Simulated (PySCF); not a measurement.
Indirect couplings

Geometry (Å), atoms numbered from 1 in this order:
```xyz
17

C    -1.929    0.735   -0.386
N    -0.725    0.238    0.213
C     0.447    1.063    0.022
C     1.592    0.194    0.546
C     1.071   -1.252    0.397
C    -0.326   -1.087   -0.205
H    -2.773    0.066   -0.156
H    -2.173    1.730    0.017
H    -1.860    0.825   -1.495
H     0.605    1.302   -1.057
H     0.344    2.023    0.553
H     2.523    0.371   -0.012
H     1.799    0.424    1.601
H     1.716   -1.874   -0.240
H     1.012   -1.745    1.378
H    -0.279   -1.166   -1.318
H    -1.047   -1.845    0.142
```

Couplings: B3LYP/pcJ-1 (spin–dipole term only in couplings to heteroatoms) in PySCF 2.14, geometry PBE0-D3(BJ)/def2-SVP; gas phase, one conformer, non-relativistic. Couplings are averaged over pairs made equivalent by symmetry, fast rotation or ring inversion, so a value needn't be that of the named pair in this geometry, while other rotamers aren't included; one pair stands for each set, and the list holds a selection of those of at least 1.5 Hz over up to four bonds.

Isotopes: 13C, 1H, 15N.

```
    pair  bonds  J (Hz)
  C1, N2      1    -5.5
  C1, H7      1       ?
  N2, C3      1    -5.0
  C3, C4      1    37.6
 C3, H10      1       ?
  C4, C5      1    34.3
 C4, H12      1   136.7
  N2, C4      2    -4.7
 N2, H10      2       ?
  C3, C6      2       ?
 C3, H12      2    -2.6
 C4, H10      2    -1.8
 C4, H14      2    -2.8
  H7, H8      2   -12.5
H10, H11      2    -9.8
  C1, C4      3       ?
 C1, H10      3     2.2
 N2, H12      3    -2.3
  C3, H7      3     5.4
 C3, H14      3     1.8
 C3, H16      3       ?
 C4, H16      3       ?
H10, H12      3     9.3
H10, H13      3     6.2
H12, H14      3    13.2
H12, H15      3       ?
```

Question: Estimate the withheld couplings, with signs.

Answer: 
- 1J(C1,H7) = 137.5 Hz (mean over equivalent pairs that range from 131.1 to 140.7 Hz in this conformer)
- 1J(C3,H10) = 139.3 Hz (mean over equivalent pairs that range from 131.7 to 147.0 Hz in this conformer)
- 2J(N2,H10) = -2.0 Hz (mean over equivalent pairs that range from -4.1 to 0.1 Hz in this conformer)
- 2J(C3,C6) = 4.1 Hz (angle at N2 105°)
- 3J(C1,C4) = 5.3 Hz (dihedral angle 171°)
- 3J(C3,H16) = 6.4 Hz (mean over equivalent pairs that range from 1.5 to 11.2 Hz in this conformer)
- 3J(C4,H16) = 4.6 Hz (mean over equivalent pairs that range from 0.7 to 8.5 Hz in this conformer)
- 3J(H12,H15) = 5.2 Hz
